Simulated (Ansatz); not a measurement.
# Counterpoise correction, worked out

The pair of N2 (SMILES N#N, atoms 1–2) and SiH4 (SMILES [SiH4], atoms 3–7), both closed shells, in one local arrangement (a lower one may exist), relaxed at PBE0-D4/def2-TZVP:

```
atom    x (Å)    y (Å)    z (Å)
  N1   0.1841  -0.0926  -3.4925
  N2   0.1783  -0.1152  -2.4034
 Si3  -0.0722   0.0413   1.1769
  H4   0.7657  -1.1290   0.8141
  H5   0.5594   1.2840   0.6666
  H6  -0.1912   0.1218   2.6554
  H7  -1.4241  -0.1103   0.5829
```

Program: Ansatz 0.2.0. Basis: def2-TZVPPD. Cores are frozen in the correlated methods.

CCSD(T) total energies in eV:

| system | geometry | basis functions | energy |
| --- | --- | --- | --- |
| pair | pair | all | -10906.76349 |
| N2 | as in the pair | all (partner as ghosts) | -2976.34995 |
| SiH4 | as in the pair | all (partner as ghosts) | -7930.38988 |
| N2 | as in the pair | its own | -2976.34355 |
| SiH4 | as in the pair | its own | -7930.38532 |
| N2 | free (PBE0-D4 minimum) | its own | -2976.34377 |
| SiH4 | free (PBE0-D4 minimum) | its own | -7930.38537 |

(1) Work out the interaction energy with and without the counterpoise correction, the superposition error, and the binding energy from the relaxed fragments.

The T1 diagnostic stays at or below 0.014.

Results:

(1) Without correction: -10906.76349 − (-2976.34355) − (-7930.38532) = -0.03462 eV.
With correction (each fragment in the whole basis): -10906.76349 − (-2976.34995) − (-7930.38988) = -0.02366 eV = -0.55 kcal/mol.
The superposition error is the difference, 0.01096 eV, 32 % of the uncorrected value: each fragment borrows its partner's functions.
Deformation from the free shapes: 0.00022 eV for N2 and 0.00005 eV for SiH4.
Binding energy from relaxed fragments: -0.02366 + 0.00022 + 0.00005 = -0.02339 eV = -0.54 kcal/mol (electronic, without zero-point energy; negative means bound). For comparison, the corrected interaction energy by CCSD(T) at an estimated basis limit (MP2 extrapolated from triple and quadruple zeta, plus CCSD(T) − MP2 in triple zeta) is -0.027 eV; triple zeta with the correction binds less.

For scale, one of the runs: CCSD(T)/def2-TZVPPD, 190 basis functions, launched by `ansatz run in.yaml --threads 2 --pin off --events-out ev --progress --plain --max-ram 5222MiB`. Hardware: 2 CPU threads of an Arm Neoverse V2, shared host. Wall time 24 s; peak host memory 2 GiB.
